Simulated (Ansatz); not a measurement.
**The cluster PbI₂: structure and electronic state**

Aim: characterise the cluster PbI₂ as a singlet: its structure, frontier levels and distribution of charge.

Method: RKS PBE0-D4/def2-TZVP; program: Ansatz 0.2.0, Gaussian basis.

Levels to be run: relaxation at PBE0-D4/def2-SVP; a search for the lowest solution at PBE0-D4/def2-SVP; a single point at PBE0-D4/def2-TZVP.

**1. The system as given**

3 atoms, charge 0, spin multiplicity 1.

Atoms are counted from 1 here; the program's logs count them from 0.

Bond lengths: Pb1–I2 2.836 Å, Pb1–I3 2.837 Å. Angles: I2–Pb1–I3 97.6°.

I, Pb take a core potential in the def2 sets. No spin-orbit coupling is included.

The start is a GFN1-xTB geometry.

**2. Relaxation at PBE0-D4/def2-SVP**

in.yaml reads:

```yaml
crystal:
  periodic: [false, false, false]
  atoms:
    - {symbol: Pb, position_ang: [0.110070, 0.565860, 1.104010]}
    - {symbol: I, position_ang: [-2.012630, -0.944090, -0.017060]}
    - {symbol: I, position_ang: [1.902550, 0.378230, -1.086960]}
basis:
  gaussian: {orbitals: def2-SVP}
hamiltonian: {xc: pbe0, dispersion: d4}
scf: {omitted_lower_state_checks: [starts]}
output: {orbitals: {seedname: orbitals}}
relax: {f_tol: 0.02, max_steps: 100}
```

Command:

```
ansatz run in.yaml --threads 4 --pin off --events-out ev --progress --plain --max-ram 3916MiB
```

After this run come: Searching for the lowest solution, PBE0-D4/def2-SVP; Single point, PBE0-D4/def2-TZVP.

**Question.** What will the summary of the whole plan be? Wanted: point group; commonest bond; HOMO, LUMO at PBE0-D4/def2-TZVP; dipole at PBE0-D4/def2-SVP.

**Answer**, as computed:

| quantity | value |
| --- | --- |
| point group | C2v |
| commonest bond | I–Pb, 2 of mean length 2.826 Å |
| HOMO, LUMO at PBE0-D4/def2-TZVP | -7.24, -3.31 eV |
| dipole at PBE0-D4/def2-SVP | 3.93 D |

**Reading.** The molecule keeps its bonding pattern by the stored test; the atoms moved 0.05 Å (rms). No usable vibrations, so a minimum isn't proven. The HOMO lies nearest to I2, I3 about 49 % each and the LUMO to Pb1 81 %; I2, I3 about 10 % each. Whether this spin is the lowest isn't tested here.
